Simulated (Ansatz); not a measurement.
**BClH₂O: small, medium and large basis sets**

Aim: see how fast density functionals converge with the basis set for BClH₂O.

Program: Ansatz 0.2.0, Gaussian basis. Level of theory: one geometry, several basis sets. These are calculated values, not measurements.

The runs, in order: PBE0-D4/def2-SVP; ωB97M-V/def2-SVP; PBE0-D4/def2-QZVPP; ωB97M-V/def2-QZVPP; the functionals' def2-TZVPP values are taken from earlier runs.

## Step 1: The geometry

The geometry comes from an earlier relaxation with PBE0-D4 in a triple-zeta def2 set; it is a stationary point.

SMILES `OBCl`, 5 atoms, charge 0, spin multiplicity 1.

Atoms are counted from 1 here; the program's logs count them from 0.

Bond lengths: O1–B2 1.340 Å, O1–H4 0.963 Å, B2–Cl3 1.766 Å, B2–H5 1.189 Å. Angles: B2–O1–H4 113.9°, O1–B2–Cl3 121.0°, O1–B2–H5 119.8°, Cl3–B2–H5 119.2°.

Coordinates:

```xyz
5
charge 0, multiplicity 1
O    -0.8633   -0.6186   -0.0029
B     0.3790   -0.1372    0.1379
Cl    0.7886    1.4960   -0.3953
H    -1.4777    0.0012   -0.4097
H     1.2233   -0.8151    0.6286
```

## Step 2: PBE0-D4 in def2-SVP

File in.yaml:

```yaml
crystal:
  periodic: [false, false, false]
  atoms:
    - {symbol: O, position_ang: [-0.863252, -0.618611, -0.002887]}
    - {symbol: B, position_ang: [0.379022, -0.137190, 0.137890]}
    - {symbol: Cl, position_ang: [0.788554, 1.496001, -0.395299]}
    - {symbol: H, position_ang: [-1.477730, 0.001188, -0.409748]}
    - {symbol: H, position_ang: [1.223306, -0.815089, 0.628646]}
basis:
  gaussian: {orbitals: def2-SVP}
hamiltonian: {xc: pbe0, dispersion: d4}
output: {orbitals: {seedname: orbitals}}
```

Further steps of the session: ωB97M-V in def2-SVP; PBE0-D4 in def2-QZVPP; ωB97M-V in def2-QZVPP.

Before running them: what should the planned runs give, taken together? Wanted: PBE0-D4: double and triple zeta above quadruple; ωB97M-V: double and triple zeta above quadruple.

The runs gave:

| quantity | value |
| --- | --- |
| PBE0-D4: double and triple zeta above quadruple | 8.07, 0.53 eV |
| ωB97M-V: double and triple zeta above quadruple | 8.09, 0.51 eV |

What this shows: For PBE0-D4 the step from double to triple zeta gains 7.54 eV and the next only 0.53 eV. These are total energies; as a rule much of such shifts cancels in differences, which this series doesn't test. The LUMO of ωB97M-V is positive and keeps falling with the basis (2.10 to 1.44 eV): an unbound level that the basis holds in place.
